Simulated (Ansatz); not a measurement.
# Scan of HPAl, quartet

Starting geometry (PBE0/def2-TZVP stationary point for this spin, not checked as a minimum):

```xyz
3

Al    0.0000    0.0348    1.3006
P     0.0000   -0.0736   -1.0887
H     0.0000    1.3304   -1.3605
```

From there all distances are scaled together; atoms are numbered as listed. Energies are in kJ/mol, counted from the starting geometry at the same level. Kohn–Sham curves are unrestricted where that lies lower.

Basis 6-31G; Ansatz 0.2.0. Correlated methods freeze the noble-gas cores.

Unrestricted Kohn–Sham rows aren't spin-pure: their determinants' ⟨S²⟩ exceeds S(S+1) by up to 0.98, so they mix in states of higher spin. A value is left out where its run failed or describes another state than the reference as far as symmetry and spin tell, or, spin-broken singlets apart, can't be checked.

In so small a basis the reference is far from its limit while semilocal and hybrid functionals are nearer theirs (RPA and double hybrids share much of the reference's basis error), so the functionals' errors here hold much of the reference's basis and frozen-core error, which can add to them or hide them.

Full CI is exact within this basis and frozen core; it isn't the basis-set limit.

| scale of all distances | full CI | PBE | PBE0 | B3LYP | wB97X-V | wB97M-V | B2PLYP | PBE-QIDH | RPA-PBE |
| --- | --- | --- | --- | --- | --- | --- | --- | --- | --- |
| 0.893 | 109.3 | 102.2 | 95.5 | 100.7 | 94.2 | 94.5 | 100.0 | 92.9 | 115.5 |
| 1.000 | 0.0 | 0.0 | 0.0 | 0.0 | 0.0 | 0.0 | 0.0 | 0.0 | 0.0 |
| 1.120 | -4.8 | 5.1 | 11.3 | 3.5 | 11.0 | 7.5 | 4.7 | 13.6 | -10.7 |
| 1.285 | 44.1 | 76.1 | 86.7 | 69.0 | 82.8 | 73.6 | 68.6 | 86.1 | 35.4 |
| 1.482 | 106.3 | 166.4 | 181.1 | 156.2 | 176.1 | 163.4 | 154.5 | 173.2 | 96.8 |
| 1.783 | 171.1 | 269.0 | – | – | – | – | – | – | 160.6 |
| 2.002 | 193.2 | 304.0 | 289.6 | 275.5 | 280.4 | 274.1 | 246.0 | 248.3 | 182.8 |
| 2.375 | 205.8 | 321.4 | 303.2 | 293.5 | 293.3 | 287.8 | 258.0 | 257.1 | 197.2 |
